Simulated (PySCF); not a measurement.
## CH5FSi: core ionisation energies

Species: SiH2MeF, CH5FSi.
Bonds: Si1–C4, Si1–F8. Hydrogens: H2, H3 on Si1; H5, H6, H7 on C4.

Method: PySCF, delta-SCF UKS SCAN, pcX-2 on the ionised atom, pcseg-1 elsewhere, spin-free X2C. Vertical ΔSCF values, vacuum level as zero.

List the computed XPS lines with their assignment.

| atom(s) | environment | level | binding energy (eV) | 2p1/2 (eV) | count |
| --- | --- | --- | --- | --- | --- |
| Si1 | silicon bonded to C, F and 2 H | Si 1s | 1847.86 | – | 1 |
| F8 | fluorine bonded to Si | F 1s | 692.20 | – | 1 |
| C4 | carbon bonded to Si and 3 H | C 1s | 290.71 | – | 1 |
| Si1 | silicon bonded to C, F and 2 H | Si 2p3/2 | 107.95 | 108.58 | 1 |

Which photon wavelength matches the Si 2p3/2 of Si1 threshold?

λ = hc/E = 12398.42 eV Å / 107.95 eV = 114.853 Å.

The 2p values add to the ΔSCF energy of one spin-free hole a correction within the shell (spin–orbit coupling, ligand field). 2p1/2 minus 2p3/2 (ligand field included): Si 0.63 eV. Isolated species at its PBE0-D3(BJ)/def2-SVP geometry, gas phase.
